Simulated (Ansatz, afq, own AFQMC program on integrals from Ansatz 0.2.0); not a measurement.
# Where AFQMC and coupled cluster stand for CH3ClOSi, singlet

```xyz
7

C    -0.4909    0.9844    1.6040
Si   -1.0488   -0.0590    0.1827
Cl   -2.9597   -0.6980    0.5542
O    -0.2847   -0.4297   -1.0856
H    -1.1709    1.8416    1.7278
H     0.5327    1.3441    1.4321
H    -0.5281    0.3977    2.5351
```

Basis def2-SVP. Only valence electrons are correlated. Integrals, coupled cluster, full CI and functionals: Ansatz 0.2.0; the random walks run on the same integrals in our own AFQMC program. The CISD trial takes its coefficients from CCSD amplitudes. Released means that phaseless walkers are propagated on without the constraint, phases kept. ± is one standard error of the sampling.

Determinant: RHF, the one that the program's search chose, which needn't be the lowest solution. The geometry is a PBE0/def2-SVP stationary point of this or a neighbouring charge and spin state.

No full CI on the walks' own integrals is used here; CCSDT(Q) serves as the reference and is uncertain by about the last step of the cluster series.

```
T1 diagnostic                               : 0.0177
weight of the determinant in the CISD state : 0.809
size of the correlated space                : 24 electrons in 67 orbitals
```

```json
{"level": "MP2", "correlation energy (eV)": "-15.1266"}
{"level": "CCSD", "correlation energy (eV)": "-15.9318"}
{"level": "CCSD(T)", "correlation energy (eV)": "-16.4090"}
```

Question: Estimate where AFQMC with the constraint released lies against CCSD(T) on the same integrals.

Answer: 8.8 ± 0.6 kJ/mol below CCSD(T).

Reference: CCSDT(Q), correlation energy -16.491 eV. The released energy is read at 0.60 1/Eh (meV from the phaseless value at times in 1/Eh: -9 ± 7 at 0.20, -14 ± 5 at 0.40, -12 ± 6 at 0.60).

| level | E − E(reference) (kJ/mol) | share of correlation (%) |
| --- | --- | --- |
| CCSD(T) | 7.9 | 99.50 |
| CCSDT | 4.8 | 99.70 |
| ph-AFQMC/HF | -18.3 ± 2.3 | 101.15 |
| ph-AFQMC/CISD | 0.2 ± 0.6 | 99.98 |
| released AFQMC | -0.9 ± 0.6 | 100.06 |

Released energies are given only where the last usable release times agree within the noise; a slower fall can still hide under it.
